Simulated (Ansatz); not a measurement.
C5H12S, SMILES `CC(C)C(C)S` from Hartree–Fock to CCSD(T)

```xyz
18

C    -1.136   -0.973    0.881
C    -0.688    0.054   -0.151
C    -1.424    1.368    0.077
C     0.834    0.239   -0.124
C     1.604   -1.051   -0.338
S     1.277    1.463   -1.411
H    -0.745   -1.971    0.678
H    -0.815   -0.682    1.887
H    -2.226   -1.044    0.892
H    -0.949   -0.322   -1.149
H    -1.164    1.790    1.053
H    -2.505    1.207    0.061
H    -1.186    2.115   -0.681
H     1.105    0.672    0.844
H     1.414   -1.761    0.471
H     2.680   -0.866   -0.363
H     1.321   -1.516   -1.285
H     2.603    1.277   -1.341
```

The species carries charge 0 and has multiplicity 1. Geometry: relaxed with PBE0-D4/def2-TZVP. It is one conformer, not always the lowest. Frozen core, restricted reference, Ansatz 0.2.0. CBS rows extrapolate triple and quadruple zeta; past MP2 they add the triple-zeta difference.

| basis | HF (Eh) | MP2 corr. |
| --- | --- | --- |
| def2-SVP | -593.59211 | -0.86537 |
| def2-TZVPP | -593.94300 | -1.06991 |
| def2-QZVPP | -593.96363 | -1.14049 |

(1) Estimate the CCSD correlation energy and the (T) correction in each basis where they were run (hartree).

Answers

(1) 
```tsv
basis	CCSD corr.	(T)
def2-SVP	-0.94758	-0.02902
def2-TZVPP	-1.14066	-0.04736
CBS(def2)	-1.26352	as TZ
```
